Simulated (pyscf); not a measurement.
Structures and frequencies: ωB97X-D3(BJ)/def2-SVP in PySCF.

Task: Estimate by transition-state theory the rate constant of HO–W(F)(F)(F)(F)–F + HCl -> H₂O + F–W(F)(F)(F)(F)–Cl (singlet surface; O–W, Cl–H broken, H–O, Cl–W formed) at 900 K, with ωB97M-D3(BJ)/def2-TZVP energies (ideal gas, 1 atm, RRHO with modes under 100 cm⁻¹ raised to 100, one conformer, R ln 2 for chiral ones without a mode under 150 cm⁻¹; no tunnelling).

Result: The electronic barrier is 24.5 kcal/mol and the thermal terms add +34.9, so ΔG‡ = 59.4 kcal/mol. With k_BT/h = 1.88e+13 s⁻¹ and RT = 1.788 kcal/mol, and a volume of 1.23e-19 cm³ per molecule at 1 atm, k = 8.5e-21 cm³ molecule⁻¹ s⁻¹. Wigner's tunnelling factor for 741i cm⁻¹ would be 1.06. A shift of 1 kcal/mol in the barrier changes k by a factor 1.7. On the product side the descent ends in an adduct with a O–W contact, 1.3 kcal/mol over the separated species and 18.6 kcal/mol under the saddle at ωB97X-D3(BJ)/def2-TZVP. What is counted as broken (O–W) persists as a longer contact in the product adduct; parting that adduct is a step of its own. At ωB97X-D3(BJ) the barrier from the zero used here is 22.2 kcal/mol. One saddle was located; it need not be the lowest between these sides. Elements past Kr carry the def2 core potentials, without spin-orbit coupling.
